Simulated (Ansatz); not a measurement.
hcp Ti, treated with PBEsol in Ansatz (plane waves, PAW).

Run with plane-wave cutoff 520 eV, 24×24×14 k mesh (along the axes of the cell as run), Fermi–Dirac smearing 0.03 eV (set by the program), no spin polarisation, scalar-relativistic PAW data made under PBE.

Computed at the level's own relaxed cell.

```xyz
2
Lattice="2.9011 0.0000 0.0000 -1.4506 2.5125 0.0000 0.0000 0.0000 4.5898" Properties=species:S:1:pos:R:3 pbc="T T T"
Ti     1.4506     0.8375     3.4423
Ti     0.0000     1.6750     1.1474
```

Q: Give the elastic tensor (Voigt notation, GPa, ions relaxed, in the Cartesian axes of the cell as printed).

A: 
```
  184.0    89.4    82.7     0.0     0.0     0.0
   89.4   184.0    82.7     0.0     0.0     0.0
   82.7    82.7   197.5     0.0     0.0     0.0
    0.0     0.0     0.0    43.0     0.0     0.0
    0.0     0.0     0.0     0.0    43.0     0.0
    0.0     0.0     0.0     0.0     0.0    47.3
```

Measured, for comparison: elastic constant C11 176 GPa, elastic constant C12 87 GPa, elastic constant C44 51 GPa, elastic constant C33 191 GPa, elastic constant C13 68 GPa (4 K, zero-point motion not removed; as tabulated in Ferrari et al. (2019), arXiv:1905.01197). Computed (rounded) less measured: elastic constant C11 +5 %, elastic constant C12 +3 %, elastic constant C44 -16 %, elastic constant C33 +4 %, elastic constant C13 +22 %.

Static lattice: no zero-point or thermal effects.

Ansatz is a first-principles code.
